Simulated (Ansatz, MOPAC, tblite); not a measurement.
# Wurtzite AlN: properties by level of theory

Reference values: lattice constant a 3.111 Å (measured, low temperature, extrapolated to low temperature; as tabulated in arXiv:1206.3780); lattice parameter c 4.979 Å (measured, low temperature, extrapolated to low temperature; as tabulated in arXiv:1206.3780).

```tsv
level (code)	lattice parameter a (Å)	c axis length (Å)
GFN2-xTB (tblite)	3.114	5.110
MNDO semi-empirical Hartree-Fock (MOPAC)	3.080	5.042
LDA (Ansatz)	3.089	4.944
r²SCAN (Ansatz)	3.107	4.978
B3LYP (VWN-RPA form) (Ansatz)	3.116	5.002
PBE0 (Ansatz)	3.105	4.968
```

Differences from the reference values (errors of the level alone only where the reference is corrected to a static lattice):

```
level                                     lattice constant a (%)  lattice parameter c (%)
----------------------------------------  ----------------------  -----------------------
GFN2-xTB                                                   +0.10                    +2.63
MNDO semi-empirical Hartree-Fock (MOPAC)                   -1.00                    +1.27
LDA                                                        -0.71                    -0.70
r²SCAN                                                     -0.13                    -0.02
B3LYP (VWN-RPA form)                                       +0.16                    +0.46
PBE0                                                       -0.19                    -0.22
```

Nearest: lattice constant a, not ranked (one source); lattice parameter c, not ranked (one source).

Caveats: the method was fitted mainly to molecules (GFN2-xTB, MNDO semi-empirical Hartree-Fock (MOPAC)); the run uses a supercell at the zone centre in place of a k mesh (GFN2-xTB, MNDO semi-empirical Hartree-Fock (MOPAC)). Ansatz's density-functional and Hartree–Fock values are scalar-relativistic unless marked +SOC, with PAW data made under PBE.

Differences are worked out from the printed values.

The computed numbers hold no vibrational or temperature effects.

Ansatz is an electronic-structure program.
